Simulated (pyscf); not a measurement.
9 organic steps of one kind (substitution at C, radical): reaction energy in eV, from the separated reactants or the lowest minimum found. PySCF, gas phase, ωB97X-D3(BJ)/def2-SVP geometries. Functionals in def2-TZVP; the last column is ωB97M-D3(BJ)/def2-TZVP. Rows were drawn at random from the steps of this kind and element class whose saddle was verified and whose references are stable.

```tsv
step	PBE	r²SCAN	B3LYP-D3(BJ)	ωB97M-D3(BJ)
H₃C–CH₂–CH₃ + H• -> CH₄ + •H₂C–CH₃	-0.72	-0.90	-0.87	-0.71
H₃C–Br + Cl• → H₃C–Cl + Br•	-0.49	-0.46	-0.46	-0.57
H₃C–Br + H• → CH₄ + Br•	-1.36	-1.48	-1.63	-1.63
H₃C–Se–CH₃ + H• -> CH₄ + H₃C–Se•	-1.74	-1.84	-1.93	-1.89
H₃C–S–CH₃ + H• → CH₄ + H₃C–S•	-1.41	-1.52	-1.61	-1.47
F–CH₂–Cl + H• → H₃C–F + Cl•	-0.62	-0.76	-0.97	-0.85
H₃C–Cl + H• → CH₄ + Cl•	-0.87	-1.02	-1.17	-1.06
H₃C–CH₂–Cl + CH₃• -> H₃C–CH₂–CH₃ + Cl•	-0.21	-0.12	-0.31	-0.35
H₃C–Be–CH₃ + H• → [Be–CH₃]• + CH₄	-0.71	-0.80	-0.78	-0.55
```

Differences from the last column (eV): PBE: mean +0.10, median +0.14, mean size 0.14, lower in 2 of 9; r²SCAN: mean +0.02, median +0.06, mean size 0.13, lower in 3 of 9; B3LYP-D3(BJ): mean -0.07, median -0.11, mean size 0.10, lower in 7 of 9. PBE is closest for row 1 (0.01 eV apart) and farthest for row 3 (0.27 eV). PBE, r²SCAN and M06-2X carry no added dispersion term. The last column is a level with limits of its own. Left out: the spin-orbit lowering of Br, Cl, which is large for Br, Se, Te and I. Elements up to Kr have no core potential and no relativistic terms here.
